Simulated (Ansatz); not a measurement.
We consider bcc V, described by LDA (Ansatz, a quantum-chemistry and plane-wave program, PAW).

A relaxed, unreconstructed slab of the (100) face has 10 atoms, two equal faces of 8.570 Å² each and an energy of -28601.5145 eV. A bulk cell of 2 atoms with the same orientation and in-plane k mesh has -5720.9170 eV. Energies are extrapolated to zero smearing.

Numerical settings: plane-wave cutoff 500 eV, 18×18×1 k mesh (along the axes of the cell as run), Fermi–Dirac smearing 0.1 eV, scalar-relativistic PAW data made under PBE.

Worked out: γ = (E_slab − N E_bulk per atom)/2A = [-28601.5145 − 10 × (-5720.9170/2)]/(2 × 8.570) = 0.1791 eV/Å². With 16.022 J/m² per eV/Å² this is 2.87 J/m², or 1.54 eV per surface cell and face.
